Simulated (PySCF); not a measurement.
Gas-phase reaction: AlCH3 + Al ⇌ 2 AlH + CH

Method: PySCF energies (xtb for GFN2) plus ideal-gas RRHO corrections (1 bar). † marks an energy on the PBE0/def2-TZVP geometry and frequencies; other levels use their own. 6-31G* has spherical d functions here. Open shells (unrestricted): Al (multiplicity 2, electronic degeneracy 6), CH (multiplicity 2, electronic degeneracy 4); the rest are closed-shell singlets. GFN2 has no spin-polarisation term. Spin-orbit splitting is ignored; it lowers the true energy and changes the entropy of Al, CH. B3LYP is the form with VWN-RPA correlation. AlCH3: computed as isolated molecules; such fragments, hydroxides, amides, oligomers or adducts are transient or little studied in the gas. The harmonic model lacks anharmonicity and excited electronic states, which grow with temperature; levels with a mode under 35 cm⁻¹ are left out. Warning, spin contamination: CH (BLYP/def2-TZVP†, M06-2X/def2-TZVP†, PBE/def2-TZVP†, PBE0/def2-QZVP†, PBE0/def2-SVP†, PBE0/def2-TZVP, r2SCAN/def2-TZVP†, ωB97M-V/def2-TZVP†, ωB97X-V/def2-TZVP†).

```
level               ΔE electronic, kJ  ΔH°(298 K), kJ  ΔS°(298 K), J/K  ΔG°(2000 K), kJ
------------------  -----------------  --------------  ---------------  ---------------
B3LYP/6-31G*                      624             580              155              260
BLYP/def2-TZVP†                   605             562              154              245
GFN2-xTB                          502             461              150              149
M06-2X/def2-TZVP†                 633             590              154              273
PBE/def2-TZVP†                    660             618              154              301
PBE0/def2-QZVP†                   657             614              154              297
PBE0/def2-SVP†                    665             622              154              305
PBE0/def2-TZVP                    655             612              154              295
r2SCAN/def2-TZVP†                 652             610              154              293
ωB97M-V/def2-TZVP†                618             576              154              259
ωB97X-V/def2-TZVP†                624             581              154              265
```
ΔH° is lowest at GFN2-xTB and highest at PBE0/def2-SVP†. No reference value is set beside these.
